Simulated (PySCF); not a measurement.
Working out the ionisation energy of N

N [He] 2s2 2p3 (4S) → N⁺ [He] 2s2 2p2 (3P). All numbers are calculated (PySCF 2.14, no relativity, point nucleus, in aug-cc-pVDZ (4s3p2d, 23 functions)). Frozen: 1s2. Energies in hartree (1 hartree = 27.21139 eV):

```tsv
part	N (lower)	N⁺ (upper)
UHF	-54.393183	-53.881265
CCSD correlation	-0.092524	-0.077235
(T)	-0.001274	-0.000872
```

What does Hartree-Fock give?

(-53.881265) − (-54.393183) = 0.511918 hartree = 13.930 eV.

What do CCSD and CCSD(T) give?

The CCSD correlation energies differ by 0.015289 hartree = 0.416 eV and the triples by 0.000402 hartree = 0.011 eV, so CCSD gives 14.346 eV and CCSD(T) 14.357 eV.

Measured between the centres of the two terms (NIST): 14.545 eV, so CCSD(T) (valence) is off by -0.188 eV.

A double-zeta basis recovers only part of the correlation energy.

What remains against the reference includes basis incompleteness, the frozen core and higher excitations.
